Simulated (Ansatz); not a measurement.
System: NH, charge 0, triplet. NH (SMILES [NH], triplet).
B3LYP-D3(BJ)/def2-TZVP minimum from Ansatz (a quantum-chemistry and plane-wave program):
```
N
H 1 1.0419
```
Charge 0, spin multiplicity 3.

Total energies in cc-pV5Z, 6 correlated electrons, 1 frozen orbitals. UHF or UKS for unpaired electrons; spin-orbit terms are left out. Correlated methods leave the cores frozen. No relativity.

| method | program | energy (Eh) | minus CCSDT(Q) (mEh) |
|---|---|---|---|
| HF | Ansatz | -54.98601 | 173.49 |
| MP2 | Ansatz | -55.13810 | 21.40 |
| CCSD | Ansatz | -55.15421 | 5.29 |
| CCSD(T) | Ansatz | -55.15895 | 0.56 |
| CCSDT(Q) | Ansatz | -55.15950 | 0.00 |

Rough core times of Ansatz's runs on a shared machine: CCSD(T) under 20 s, CCSDT(Q) 20 min.
